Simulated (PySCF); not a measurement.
C3H5F2 (doublet state).
Atom-mapped SMILES: `[CH2:1][CH2:2][CH:3]([F:4])[F:5]` (hydrogens: H6, H7 on C1; H8, H9 on C2; H10 on C3)

Geometry (GFN2-xTB, Å), atoms numbered from 1 in this order:
```
atom  x, y, z in Å
C1     1.3663   -0.4277   -0.0116
C2     0.2768    0.5599    0.0276
C3    -1.1024   -0.1086   -0.0685
F4    -2.0763    0.8254   -0.2014
F5    -1.3872   -0.7885    1.0657
H6     1.4679   -1.0774   -0.8591
H7     2.0230   -0.5605    0.8227
H8     0.3266    1.2436   -0.8308
H9     0.3023    1.1479    0.9459
H10   -1.1882   -0.8094   -0.9128
```

The hyperfine couplings belong to this conformer and change with its torsions.

Theory: PySCF 2.14.0, UKS B3LYP, pcH-1 on C F H, non-relativistic, mean-field spin-orbit, GIAO. Isolated species at its GFN2-xTB geometry (one conformer only). Couplings are sensitive to structure, and on GFN2-xTB geometries they can be far from those on DFT ones. No stability test was run, so a lower SCF solution isn't excluded.

Question: Break the g tensor into its mass correction, gauge correction and orbital-Zeeman/spin–orbit terms.

Answer: 
```tsv
Δg (ppm)	1	2	3
relativistic mass correction	-143	-143	-143
gauge correction	9	38	24
orbital Zeeman/spin–orbit	-55	600	1111
total	-189	495	993
```

So g = 2.00213, 2.00281, 2.00331 and g_iso = 2.00275; the tensor is rhombic: the two nearest values differ by 42 % of g3 − g1. Axes: g3 points within 13° of the C1–H6 bond.

Question: What are the electron Larmor frequencies g μB B/h along the three axes at 350 mT?

Answer: 9.8078, 9.8112, 9.8136 GHz for g1, g2 and g3, a range of 5.8 MHz.

Question: At 93.957 GHz, how far is the centre of the isotropic spectrum from where a free electron (g = 2.002319) resonates?

Answer: B = hν/(g μB) with μB/h = 13.99624 MHz/mT gives 3352.62 mT for the free electron and 3351.89 mT at g_iso, 0.72 mT lower.

Question: Average each term over the three axes. Which is largest in size?

Answer: The orbital-Zeeman/spin–orbit term 552, the mass correction -143 and the gauge correction 23 ppm, for a total of 433 ppm. The orbital-Zeeman/spin–orbit term is the largest in size. The mass correction is the same along every axis, so the anisotropy comes from the other two: their spans along these axes are 30 (gauge) and 1167 ppm (orbital Zeeman/spin–orbit).

Question: In a frozen sample, at which fields do the three g values resonate at 9.5, 34, 94 and 263 GHz (hyperfine left aside), and which band first spreads them over more than twice a line width of 0.5 mT?

Answer: 
```tsv
band	GHz	B(g3) mT	B(g2) mT	B(g1) mT	spread mT
X	9.5	338.82	338.90	339.02	0.20
Q	34.0	1212.60	1212.90	1213.32	0.72
W	94.0	3352.49	3353.32	3354.47	1.98
J	263.0	9379.84	9382.17	9385.38	5.54
```

The spread grows in proportion to the frequency. W band is the first where it exceeds 1.0 mT.

The Mulliken spin populations are largest on C1 (+1.08) and C2 (-0.09). C1 is the only atom above +0.15. The angles at C1 add up to 359.9°, so it is planar; its axial dipolar tensor and the negative couplings of its protons fit spin in a p orbital normal to that plane.

The HOMO–LUMO gaps are 7.53 eV among the α and 7.21 eV among the β orbitals.
